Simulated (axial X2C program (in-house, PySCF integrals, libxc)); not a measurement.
## SiC⁺: from the spin-free to the two-component result

All values were computed with an axial X2C code built on PySCF integrals. Spin-free means the one-electron spin-free X2C Hamiltonian; two-component (2c) means X2C with spin–orbit coupling and atomic mean-field two-electron Coulomb and Gaunt terms, so the difference of the two also holds small scalar two-electron terms. Basis: Si dyall-v3z [8s7p2d1f], C dyall-v3z [7s6p2d1f] (cores contracted in-house); Gaussian nuclei, density fitting, unrestricted open shells. Masses: Si 27.977 u, C 12.000 u.

Spin-free state: M_S = 3/2, Λ = 0 (beyond evenly filled blocks: σα, π+α, π-α); fragments Si+ + C.

```csv
level,Re (Å),ωe (cm⁻¹),De (eV),μ (D)
PBE0,1.822,836.6,3.769,-1.12
HF,1.788,930.6,2.652,-0.96
MP2,1.812,871.4,3.405,n/a
CCSD,1.816,860.4,3.270,n/a
CCSD(T),1.824,837.1,3.404,n/a
PBE50,1.801,886.9,3.570,-1.06
```

Correlated methods: 7 electrons correlated (number of frozen shells: Si 2 s, 1 p; C 1 s), 147 virtual spin orbitals or spinors in MP2, 89 natural virtuals in coupled cluster.

Dipoles are positive if C is the positive end and refer to the centre of mass.

Two-component determinant lowest at the distance of the search:

Ω = 3/2 (⟨Sz⟩ = 1.50, ⟨Lz⟩ = 0.00 at HF); fragments Si+ + C.

| level | Re (Å) | ωe (cm⁻¹) | De (eV) | μ (D) |
| --- | --- | --- | --- | --- |
| PBE0 | 1.823 | 836.5 | 3.768 | -1.12 |
| HF | 1.789 | 930.4 | 2.653 | -0.96 |
| MP2 | 1.812 | 871.2 | 3.390 | n/a |
| CCSD | 1.816 | 860.3 | 3.249 | n/a |
| CCSD(T) | 1.825 | 836.8 | 3.387 | n/a |
| PBE50 | 1.801 | 886.8 | 3.568 | -1.06 |

From the two tables, how do the constants change at the CCSD(T) level (2c against spin-free)?

At the CCSD(T) level Re is unchanged within 0.001 Å and ωe drops by 0.3 cm⁻¹; De is not compared, since the atomic limits differ or miss part of their spin–orbit lowering.

One determinant describes the state; a PBE0 search over occupations chose it and may have missed a lower one. De is counted from the lowest determinant-based energies of the atoms at the same level, without counterpoise correction. Density functionals use the spin component along the axis (collinear). CCSD and (T) use frozen natural virtuals with an MP2 correction for the truncation; (T) itself is uncorrected, so its De runs slightly low. The 2c atoms are single determinants rather than J levels; their spin–orbit lowering is only partly caught, and De is too large by that part. This holds for PBE0, MP2, CCSD, CCSD(T), PBE50. The functionals have no current-density term, which raises determinants with orbital currents, atoms included. With several unpaired electrons one determinant need not be a pure state. This is the top spin component of a Σ state; components of lower Ω are not single determinants and can lie lower. The T1 diagnostic is large, a sign of multireference character.
